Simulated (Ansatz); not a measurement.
# B3LYP/6-31G(d) (spherical functions) run of SF2 (SMILES FSF)

Aim: the vertical ionisation energy of SF2 at B3LYP/6-31G* (spherical functions), from 2 runs. 

The results are computed with Ansatz 0.2.0.

42 further runs of the same task are left out: 42 set aside as unsound or not needed.

## 1. The structure to begin with

SF2 has 3 atoms, charge 0, and is taken as a singlet. SMILES: `FSF`. Geometry: relaxed at PBE0-D4/def2-TZVP.

Bond lengths: F1–S2 1.590 Å, S2–F3 1.590 Å. Angles: F1–S2–F3 98.6°.

## 2. The energy at B3LYP/6-31G(d) (spherical functions)

run.yaml

```yaml
crystal:
  periodic: [false, false, false]
  atoms:
    - {symbol: F, position_ang: [0.440140, 1.116450, 0.365400]}
    - {symbol: S, position_ang: [-0.601990, 0.126530, -0.315250]}
    - {symbol: F, position_ang: [0.161840, -1.242970, -0.050150]}
basis:
  gaussian:
    orbitals: 6-31G_st_-spherical.json
hamiltonian:
  xc: {name: B3LYP}
accuracy: high
output: {orbitals: {seedname: orbitals}}
```

The basis set 6-31G* is read from a file made from the Basis Set Exchange's data (not shown).

The run is started by

```console
$ ansatz run run.yaml --threads 1 --pin off --max-ram 3480MiB --events-out events.jsonl --progress --plain --runs-dir runs
```

Output:

```text
Warning: RAYON_NUM_THREADS=1 ignored (pool sized by the plan → 1); use --threads N
Functional definition: B3LYP
  name "B3LYP"
  parameter a0 = 0.2
  parameter ax = 0.72
  parameter ac = 0.81
  exchange = (1 - a0 - ax)*slater_x + ax*b88_x + a0*exact_x
  correlation = (1 - ac)*vwn_rpa_c + ac*lyp_c
887 factors; integrals over basis functions are off by at most 3.0e-9 eV
mean field evaluation 1: about -16265.0088 eV, gradient 3.3e1 eV
mean field evaluation 2: about -16262.0346 eV, gradient 5.5e1 eV
mean field evaluation 4: about -16266.6231 eV, gradient 4.1e-1 eV
mean field evaluation 8: about -16266.7402 eV, gradient 6.4e-2 eV
mean field evaluation 16: about -16266.7403 eV, gradient 3.6e-7 eV
mean field -16266.74026052 eV, -597.7916785815 hartree, gradient 1.2e-8 eV, S^2 0.000000; 0 other end points of the search recorded, 0 dependent functions left out
reference -16266.74028442 eV, -597.7916794597 hartree; 17, 17 occupied and 29, 29 virtual orbitals, 887 factors
Total energy: -16266.74028442 eV, -597.7916794597 hartree
```

Run time: 2.1 s. Hardware: 1 thread of Arm Neoverse V1, shared host; peak memory 0.11 GiB.

## 3. The doublet cation

molecule.yaml

```yaml
crystal:
  periodic: [false, false, false]
  atoms:
    - symbol: F
      position_ang: [0.440140, 1.116450, 0.365400]
    - symbol: S
      position_ang: [-0.601990, 0.126530, -0.315250]
    - symbol: F
      position_ang: [0.161840, -1.242970, -0.050150]
basis:
  gaussian:
    orbitals: 6-31G_st_-spherical.json
total_charge: 1
magnetization:
  spin_polarized: true
  initial_magnetization: 1
hamiltonian:
  xc: {name: B3LYP}
accuracy: high
output: {orbitals: {seedname: orbitals}}
```

The basis set 6-31G* is read from a file made from the Basis Set Exchange's data (not shown).

The run is started by

```console
$ ansatz run molecule.yaml --threads 1 --pin off --max-ram 3480MiB --events-out events.jsonl --progress --plain --runs-dir runs
```

Output (excerpt; [...] marks lines left out):

```text
Warning: RAYON_NUM_THREADS=1 ignored (pool sized by the plan → 1); use --threads N
[... 7 set-up lines as earlier in the session ...]
887 factors; integrals over basis functions are off by at most 3.0e-9 eV
mean field evaluation 1: about -16245.5493 eV, gradient 5.8e1 eV
mean field evaluation 2: about -16193.8955 eV, gradient 1.3e2 eV
mean field evaluation 4: about -16256.6342 eV, gradient 2.7e0 eV
mean field evaluation 8: about -16256.7867 eV, gradient 1.1e-1 eV
mean field evaluation 16: about -16256.7868 eV, gradient 5.2e-5 eV
mean field -16256.78680374 eV, -597.4258957914 hartree, gradient 2.6e-8 eV, S^2 0.753057; 0 other end points of the search recorded, 0 dependent functions left out
reference -16256.78682708 eV, -597.4258966495 hartree; 17, 16 occupied and 29, 30 virtual orbitals, 887 factors
Total energy: -16256.78682708 eV, -597.4258966495 hartree
```

Wall time 3.9 s (1 thread of Arm Neoverse V1, shared host); peak memory 0.16 GiB.

## 4. Results

Level: B3LYP/6-31G* (spherical functions).

```
                                          quantity          value
                         singlet SF2: total energy  -597.79168 Eh
                          singlet SF2: HOMO energy       -6.60 eV
                          singlet SF2: LUMO energy       -1.47 eV
                        singlet SF2: HOMO–LUMO gap        5.13 eV
                      doublet cation: total energy  -597.42590 Eh
doublet cation: HOMO energy (highest over α and β)      -16.86 eV
 doublet cation: LUMO energy (lowest over α and β)      -13.30 eV
                              doublet cation: ⟨S²⟩          0.753
vertical ionisation energy (to the doublet cation)       9.953 eV
```

What this shows: The vertical ionisation energy comes to 9.95 eV (960 kJ/mol). The negative HOMO energy of the first species, 6.60 eV, lies 3.35 eV below that difference.
